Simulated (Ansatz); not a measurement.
## Relaxing ZnRe2

The calculation used Ansatz, DFT PBE, scalar-relativistic, plane waves, PAW.

The start puts ZnRe2 on the anatase structure type (I4_1/amd, No. 141), with Zn in place of Ti, Re in place of O, at a guessed volume.

The final relaxation ran on this input, with the default PAW datasets:

```yaml
crystal:
  lattice:
    - [-2.5043205618, 2.5043205618, 3.9303079201]
    - [2.5043205618, -2.5043205618, 3.9303079201]
    - [2.5043205618, 2.5043205618, -3.9303079201]
  atoms:
    - { symbol: Zn, position: [0.0, 0.0, 0.0] }
    - { symbol: Zn, position: [0.75, 0.25, 0.5] }
    - { symbol: Re, position: [0.3487298566, 0.3487298566, 0.0] }
    - { symbol: Re, position: [0.0987298566, 0.5987298566, 0.5] }
    - { symbol: Re, position: [0.4012701434, 0.9012701434, 0.5] }
    - { symbol: Re, position: [0.6512701434, 0.6512701434, 0.0] }
basis:
  ecutwfc: 420
kpoints:
  mp_grid: { grid: [10, 10, 10] }
hamiltonian:
  xc: pbe
scf:
  occupations: { method: gaussian, width: 0.1 }
output:
  forces: true
  stress: true
  eigenvalues: true
relax:
  adjacent_minimum: "off"
  f_tol: 0.01
  max_steps: 80
  cell: { stress_tol: 0.05 }
```

Launched as:

```bash
ansatz run input.yaml --threads 1 --pin off --max-ram 2560MiB --backend cpu --events-out ev --progress --plain --runs-dir out
```

The run took 2.1 min on 1 thread of Arm Neoverse V2, on a shared host, peak memory 0.62 GiB.

The program printed at the end:

```
SCF converged after 8 iterations
Free energy (F): -50104.757648 eV
Harris-Foulkes:  -50104.757648 eV  (|F-HF|=7.28e-12)
Internal energy: -50104.730599 eV  (E = F + TS)
E sigma→0 (E₀):  -50104.744123 eV
Entropy (-TS):   -0.027050 eV (-4.508 meV/atom)
Fermi energy:    17.424562 eV
--- Per-component energies (eV) ---
  E_band       = -431.755750
  E_kinetic    = 2417.495015
  E_local      = -6948.564824  (includes V_loc(G=0)·N_el)
  E_nonlocal   = 1422.795996
  E_hartree    = 2671.742979
  E_xc         = -1885.303891
  E_vxc        = -1313.849714  (∫ρ·V_xc dr)
  E_paw        = -38284.277149  (= ΣΔE_a)
  E_vpaw       = -1353.117122  (= ΣTr[D̂ρ^β])
  E_aug_tail   = -0.001057  (compensation charges beyond the density's cutoff)
  E_ewald      = -9498.617668
  E_smearing   = -0.027050  (= −TS)
  E_closure    =  0.000000  (closes the sum)
  Σ components = -50104.757648   (vs F -50104.757648, Δ=0.00e0)
--- Forces (eV/Å), atoms counted from 1 ---
  atom   1  Zn     0.00000000     0.00000000     0.00000000
  atom   2  Zn     0.00000000     0.00000000     0.00000000
  atom   3  Re     0.00000000     0.00000000    -0.00143527
  atom   4  Re     0.00000000     0.00000000    -0.00143527
  atom   5  Re     0.00000000     0.00000000     0.00143527
  atom   6  Re     0.00000000     0.00000000     0.00143527
  max |Σ_I F_I| component: 0.00e0 eV/Å
--- Stress (GPa, compression-positive) ---
        0.001989       0.000000       0.000000
        0.000000       0.001989       0.000000
        0.000000       0.000000       0.016203
  P = ⅓ Tr σ = 0.0067 GPa (0.067 kbar)
--- Relaxed structure (4 steps of the walk, 4 accepted, 1 SCFs on fresh bases) ---
  F+E_penalty+E_count = -50104.75764819 eV   max|allowed force component| = 1.435e-3 eV/Å   (the final SCF, on the basis selected at the relaxed cell)
  cell:  # Å, volume = 98.8005 Å³
    - [-2.504026, 2.504026, 3.939321]
    - [2.504026, -2.504026, 3.939321]
    - [2.504026, 2.504026, -3.939321]
  atoms:
    - { symbol: Zn, position: [0.000000, 0.000000, 0.000000] }
    - { symbol: Zn, position: [0.75, 0.250000, 0.5] }
    - { symbol: Re, position: [0.349356, 0.349356, 0.000000] }
    - { symbol: Re, position: [0.099356, 0.599356, 0.5] }
    - { symbol: Re, position: [0.400644, 0.900644, 0.5] }
    - { symbol: Re, position: [0.650644, 0.650644, 0.000000] }
```

Total energies depend on the potentials used, so only differences within one code and one set of settings carry meaning.

The result has space group I4_1/amd (No. 141). Zn has 6 Re at 2.62–2.75 Å and 4 Zn at 3.19 Å; Re is coordinated by 1 Re at 2.37 Å, 2 Re at 2.54 Å and 3 Zn at 2.62–2.75 Å.

Against the elements it lies at 0.94 eV/atom. Formation energies are uncorrected and refer to the elements' standard structures at the same level.

The k mesh leaves about 4 meV/atom of noise in metals. Spin–orbit coupling is left out.

Symmetry constrained the relaxation, so the result can be a saddle point.